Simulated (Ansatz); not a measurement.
**C$_{2}$H, doublet: the ladder up to full CI**

Geometry: MP2(full)/6-31G*, from the G2/97 set.

```xyz
3

C     0.0000    0.0000    0.0384
C     0.0000    0.0000   -1.1414
H     0.0000    0.0000    1.1030
```

Basis 6-31G; Ansatz 0.2.0. Correlated methods freeze the noble-gas cores, which leaves 9 electrons in 18 orbitals. Prefix R: restricted or restricted open-shell reference; prefix U: unrestricted. Active spaces: valence = (9e, 9o) chosen from the atoms' valence shells.

Full CI is exact within this basis and frozen core; it isn't the basis-set limit. The frozen core follows each run's orbitals, which can shift R against U totals by a few meV.

Unrestricted rows (U) aren't spin-pure: their determinants' ⟨S²⟩ exceeds S(S+1) by up to 0.38, so they mix in states of higher spin. For open shells CISD and CISDTQ are restricted-active-space CI with the open shells as a complete middle space.

```
UHF ⟨S²⟩                          : 1.134
T1 diagnostic (RCCSD)             : 0.0291
largest doubles amplitude (RCCSD) : 0.114
T1 diagnostic (UCCSD)             : 0.0617
```

**Question.** From what is known of these methods and the diagnostics, rank them by the size of their error in total energy against full CI in 6-31G, smallest first (an estimate: the text doesn't fix the numbers).
A. RCCSD
B. CASSCF (valence space)
C. UMP2
D. UCCSDTQ
E. NEVPT2 (valence space)

**Answer.** D (0.3 kJ/mol), A (17.9 kJ/mol), E (32.5 kJ/mol), C (109.9 kJ/mol), B (122.3 kJ/mol).

All errors are against full CI in 6-31G. Within each family the higher level lies nearer, as is usual though not guaranteed.

The full-CI state has the irrep A1 of C2v, in the program's axes (one component, if the state is degenerate).

Natural occupations of full CI about the gap: 1.977 1.970 1.905 1.905 0.999 0.086 0.086 0.026 0.013 0.007; effectively unpaired electrons, Σ n²(2−n)², 1.13.

Atomization energy (electronic, same basis, no zero-point term; atoms at the same level, unrestricted beside the R rows where the molecule is a closed shell, with restricted open-shell steps beyond CCSDT(Q)) at full CI: 966.1 kJ/mol. Errors of other levels:

```csv
level,error (kJ/mol)
RHF,-296.5
UHF,-257.0
RMP2,7.7
UMP2,-36.2
CISD,-49.7
RCCSD,-15.4
UCCSD,-15.4
RCCSD(T),-2.9
UCCSD(T),-4.5
BCCD(T),-3.1
RCCSDT,-2.6
UCCSDT,-2.8
CISDTQ,-2.6
RCCSDT(Q),-0.1
UCCSDT(Q),-0.7
RCCSDTQ,-0.3
UCCSDTQ,-0.4
CASSCF (valence space),-18.7
NEVPT2 (valence space),6.7
MRCISD (valence space),-3.3
MRCISD+Q (valence space),-1.8
```

This basis is far from its limit, so the value isn't to be set against a measured one. Truncated CI isn't size-consistent, which counts against it in atomization.
